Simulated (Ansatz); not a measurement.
The input, for Ansatz 0.2.0:

```yaml
crystal:
  periodic: [false, false, false]
  atoms:
    - {symbol: Si, position_ang: [0.000000, 0.000000, 0.000000]}
    - {symbol: F, position_ang: [0.000000, 0.000000, 1.554800]}
basis:
  gaussian: {orbitals: 6-31G, fitting: {mean_field: def2-universal-jkfit}}
total_charge: 1
magnetization: {spin_polarized: false, initial_magnetization: 4}
correlation: {method: bccd_t, electrons: outside_noble_gas}
```

```sh
$ ansatz run in.yaml --threads 1 --pin off --events-out ev --progress --plain --max-ram 2393MiB
```

The program prints:

```
205 factors; integrals over basis functions are off by at most 2.7e-3 eV
mean field evaluation 1: about -10548.1648 eV, gradient 1.7e1 eV
mean field evaluation 2: about -10549.2368 eV, gradient 5.6e0 eV
mean field evaluation 4: about -10549.3216 eV, gradient 1.2e-1 eV
mean field evaluation 8: about -10549.2370 eV, gradient 5.5e0 eV
mean field evaluation 16: about -10549.3217 eV, gradient 9.5e-7 eV
mean field evaluation 32: about -10549.3217 eV, gradient 2.8e-2 eV
mean field -10549.32166276 eV, -387.6804205193 hartree, gradient 9.5e-7 eV, S^2 6.000000; 3 other end points of the search recorded, 0 dependent functions left out
determinant -10549.32166276 eV, -387.6804205193 hartree, with singles and doubles -10551.79648161 eV, -387.7713684346 hartree
determinant -10547.54769960 eV, -387.6152285758 hartree, with singles and doubles -10549.98954789 eV, -387.7049648452 hartree
6 core orbitals not correlated: weight in the atoms' cores, before any rotation towards them, 1.000 or more for the frozen orbitals, at most 0.000 for the correlated occupied ones
reference -10549.32166276 eV, -387.6804205193 hartree; 7, 3 occupied and 9, 13 virtual orbitals, 205 factors
second order -2.25177276 eV of doubles, -0.02317219 eV of singles
cycle   1  -2.47186850 eV  change    3.0e-3 eV  update   3.7e-3
cycle   2  -2.46978586 eV  change    2.1e-3 eV  update   8.9e-4
cycle   3  -2.46977402 eV  change    1.2e-5 eV  update   4.4e-4
cycle   4  -2.46976146 eV  change    1.3e-5 eV  update   2.5e-4
cycle   5  -2.46989297 eV  change   -1.3e-4 eV  update   1.5e-4
cycle   6  -2.46990881 eV  change   -1.6e-5 eV  update   3.5e-5
cycle   7  -2.46991400 eV  change   -5.2e-6 eV  update   1.0e-5
perturbative correction -0.02762108 eV, -0.0010150560 hartree
Total energy: -10551.81919784 eV, -387.7722032408 hartree
```

Ran on 1 thread of Intel Xeon, shared host: 3.4 s wall, 0.08 GiB peak host memory.
